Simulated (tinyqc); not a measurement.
Hueckel theory of the pi electrons with the omega technique, for the molecule C1=CC=C1 (SMILES; centres numbered as the heavy atoms are written), step by step. One step of it, computed by the program tinyqc.

Problem. Energy, charges, bond orders. E = sum n x; q_r = z_r - P_rr; bond order p = P_rs; free valence = sqrt(3) - sum of p over the bonds of the atom.

x values: 2.000000  0.000000  0.000000  -2.000000

occupations: 2.000000  1.000000  1.000000  0.000000

charge and bond-order matrix P, lower triangle:
```
          1C        2C        3C        4C
1C  1.000000
2C  0.500000  1.000000
3C  0.000000  0.500000  1.000000
4C  0.500000  0.000000  0.500000  1.000000
```

Centres:
```
centre  z_r, pi electrons of the neutral centre         h
1C                                            1  0.000000
2C                                            1  0.000000
3C                                            1  0.000000
4C                                            1  0.000000
```

Bonds:
```
i  j  k
1  2  1
2  3  1
3  4  1
4  1  1
```

Give: pi energy = 4 alpha + this times beta; pi charges; Bond orders and lengths from R = 1.517 - 0.180 p; free valence of the carbons; gap between the highest filled and the next level.

Solution.

pi energy = 4 alpha + this times beta = 4.000

pi charges: 1C 0.000, 2C 0.000, 3C 0.000, 4C 0.000

Bond orders and lengths from R = 1.517 - 0.180 p (angstrom, C-C alone):
```
bond      p      R
1-2   0.500  1.427
2-3   0.500  1.427
3-4   0.500  1.427
4-1   0.500  1.427
```

free valence of the carbons: 1C 0.732, 2C 0.732, 3C 0.732, 4C 0.732

gap between the highest filled and the next level = 2.000 |beta|
